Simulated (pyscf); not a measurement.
Addition across a multiple bond or ene-type step: HP=PH + PH₃ -> H₂P–PH–PH₂

Gas phase, singlet surface, charge 0. Bonds broken: P5–H6. Bonds formed: P1–P5, P2–H6. Optimised with ωB97X-D3(BJ)/def2-SVP in PySCF. Correlated levels are frozen-core, on RHF or UHF. ΔMP2 is the change of the MP2 total energy from the triple- to the quadruple-zeta basis.

Transition state (Å):

```xyz
8

P     -0.0557    -0.9459     0.6783
P     -1.5170     0.5877     0.7766
H     -0.8955    -1.9649     0.1357
H     -2.6170    -0.0947     0.1842
P      0.2612     0.6666    -1.9685
H     -1.0669     1.2543    -0.5920
H      0.7655     0.9842    -0.6936
H     -0.6875    -0.3082    -1.6144
```

One imaginary mode, 957i cm⁻¹; descent along it reached the two sides named.

```json
[
 {"bond": "P5–H6", "change": "breaks", "reactant side (Å)": "1.425", "saddle": "2.001", "product side": "3.7"},
 {"bond": "P1–P5", "change": "forms", "reactant side (Å)": "4.8", "saddle": "3.1", "product side": "2.205"},
 {"bond": "P2–H6", "change": "forms", "reactant side (Å)": "3.2", "saddle": "1.588", "product side": "1.423"}
]
```

Electronic energies relative to the separated reactants (eV):

```tsv
level	barrier	reaction energy	reverse barrier
ωB97X-D3(BJ)/def2-TZVP	2.14	-1.36	3.50
PBE/def2-TZVP	1.61	-1.06	2.67
r²SCAN/def2-TZVP	1.75	-1.13	2.89
B3LYP-D3(BJ)/def2-TZVP	1.83	-1.07	2.90
PBE0-D3(BJ)/def2-TZVP	1.77	-1.26	3.03
M06-2X/def2-TZVP	2.07	-1.08	3.15
ωB97M-D3(BJ)/def2-TZVP	2.11	-1.08	3.19
HF/def2-TZVP	3.20	-0.90	4.10
MP2/def2-QZVPP	1.79	-1.07	2.86
CCSD/def2-TZVPP	2.24	-0.94	3.18
CCSD(T)/def2-TZVPP	1.96	-0.93	2.89
CCSD(T)/def2-TZVPP + ΔMP2(QZVPP)	1.92	-0.96	2.88
```

With CCSD(T)/def2-TZVPP + ΔMP2(QZVPP) energies and thermal terms (ideal gas, 1 atm, RRHO with modes under 100 cm⁻¹ raised to 100, one conformer, R ln 2 for chiral ones without a mode under 150 cm⁻¹), in eV:

| T (K) | ΔH‡ | ΔG‡ | ΔH | ΔG |
|---|---|---|---|---|
| 298 | 1.90 | 2.34 | -0.88 | -0.48 |
| 600 | 1.92 | 2.77 | -0.84 | -0.08 |
| 900 | 1.96 | 3.19 | -0.80 | +0.30 |
| 1200 | 1.99 | 3.60 | -0.75 | +0.65 |

From the product side, PH₂• + •HP–PH₂ lies, by one bond made or cut, 0.63 eV under this saddle at ωB97M-D3(BJ)/def2-TZVP. One saddle was located; it need not be the lowest between these sides. A restricted solution here is unstable towards spin polarisation, so biradical character is likely and single-reference numbers are less safe. The CCSD(T) − MP2 part came from Ansatz, without density fitting, on the same reference.
